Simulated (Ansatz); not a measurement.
# C₄H₆O₂: one species, many methods

The task here is to estimate one member of a computed series from the others.

Computed with Ansatz 0.2.0, Gaussian basis. Level: functionals in def2-TZVPP, the program's frozen cores in correlated methods.

Plan: LDA (SPW92), PBE-D4, revPBE-D4, BLYP-D4, r2SCAN-D4, B97M-V, PBE0-D4, B3LYP-D4, r2SCANh-D4, r2SCAN0-D4, HSE06-D4, BHLYP-D4, CAM-B3LYP-D4, LC-ωPBE, ωB97X-V, ωB97M-V, B2PLYP, PBE-QIDH; CCSD(T)/def2-SVP; CCSD(T)/def2-TZVPP; MP2/def2-QZVPP; extrapolation to the limit; RPA on PBE.

**The relaxed structure**

An earlier PBE0-D4 in a triple-zeta def2 set relaxation fixed the geometry.

SMILES `C#COC(C)O`, 12 atoms, charge 0, spin multiplicity 1.

Atoms are counted from 1 here; the program's logs count them from 0.

Bond lengths: C1–C2 1.199 Å, C1–H7 1.062 Å, C2–O3 1.294 Å, O3–C4 1.453 Å, C4–C5 1.504 Å, C4–O6 1.377 Å, C4–H8 1.093 Å, C5–H9 1.093 Å, C5–H10 1.090 Å, C5–H11 1.090 Å, O6–H12 0.963 Å. Angles: C2–C1–H7 179.4°, C1–C2–O3 177.9°, C2–O3–C4 115.5°, O3–C4–C5 105.5°, O3–C4–O6 110.9°, O3–C4–H8 107.3°, C5–C4–O6 114.2°, C5–C4–H8 112.7°, O6–C4–H8 106.1°, C4–C5–H9 110.0°, C4–C5–H10 109.4°, C4–C5–H11 110.7°, H9–C5–H10 109.1°, H9–C5–H11 108.3°, H10–C5–H11 109.2°, C4–O6–H12 108.9°.

Set-up of the first run:

Input file in.yaml:

```yaml
crystal:
  periodic: [false, false, false]
  atoms:
    - {symbol: C, position_ang: [-2.596471, 0.628570, 1.317451]}
    - {symbol: C, position_ang: [-1.646355, 0.057278, 0.860593]}
    - {symbol: O, position_ang: [-0.634037, -0.597807, 0.391734]}
    - {symbol: C, position_ang: [0.453803, 0.217190, -0.121351]}
    - {symbol: C, position_ang: [1.598368, -0.733590, -0.339676]}
    - {symbol: O, position_ang: [0.064793, 0.901649, -1.250721]}
    - {symbol: H, position_ang: [-3.443996, 1.132619, 1.712401]}
    - {symbol: H, position_ang: [0.673861, 0.977128, 0.632324]}
    - {symbol: H, position_ang: [1.314246, -1.501464, -1.064453]}
    - {symbol: H, position_ang: [2.458789, -0.183911, -0.721652]}
    - {symbol: H, position_ang: [1.873057, -1.227659, 0.592372]}
    - {symbol: H, position_ang: [-0.039059, 0.274695, -1.974922]}
basis:
  gaussian: {orbitals: def2-TZVPP}
hamiltonian: {xc: lda}
output: {orbitals: {seedname: orbitals}}
```

Command:

```bash
> ansatz run in.yaml --threads 4 --pin off --events-out ev --progress --plain --max-ram 10444MiB
```

Steps of the session up to this table: LDA; PBE-D4 (GGA); revPBE-D4 (GGA); BLYP-D4 (GGA); r2SCAN-D4 (meta-GGA); B97M-V (meta-GGA); PBE0-D4 (hybrid); B3LYP-D4 (hybrid); r2SCANh-D4 (hybrid); r2SCAN0-D4 (hybrid); HSE06-D4 (hybrid); BHLYP-D4 (hybrid); CAM-B3LYP-D4 (range-separated); LC-ωPBE (range-separated); ωB97X-V (range-separated); ωB97M-V (range-separated); B2PLYP (double hybrid); PBE-QIDH (double hybrid).

One of the session's tables, all rows but one given; the rest of the session is left out.

It belongs to the step «Orbital energies across the functionals». 

| functional | HOMO (eV) | LUMO (eV) | gap (eV) |
| --- | --- | --- | --- |
| LDA (SPW92) | ? | ? | ? |
| PBE-D4 | -5.70 | -0.04 | 5.66 |
| revPBE-D4 | -5.62 | 0.04 | 5.66 |
| BLYP-D4 | -5.56 | -0.08 | 5.48 |
| r2SCAN-D4 | -5.93 | 0.66 | 6.59 |
| B97M-V | -5.95 | 0.20 | 6.16 |
| PBE0-D4 | -6.99 | 0.83 | 7.82 |
| B3LYP-D4 | -6.76 | 0.46 | 7.22 |
| r2SCANh-D4 | -6.42 | 0.94 | 7.36 |
| r2SCAN0-D4 | -7.15 | 1.33 | 8.48 |
| HSE06-D4 | -6.58 | 0.46 | 7.05 |
| BHLYP-D4 | -8.16 | 1.45 | 9.60 |
| CAM-B3LYP-D4 | -8.38 | 1.59 | 9.96 |
| LC-ωPBE | -9.75 | 2.93 | 12.68 |
| ωB97X-V | -9.37 | 2.72 | 12.09 |
| ωB97M-V | -9.27 | 2.27 | 11.54 |

**Question.** Estimate the row for LDA (SPW92).

As computed: HOMO (eV): -5.90; LUMO (eV): -0.21; gap (eV): 5.69. In the column «HOMO (eV)» it lies between r2SCAN-D4 (-5.93) and PBE-D4 (-5.70).
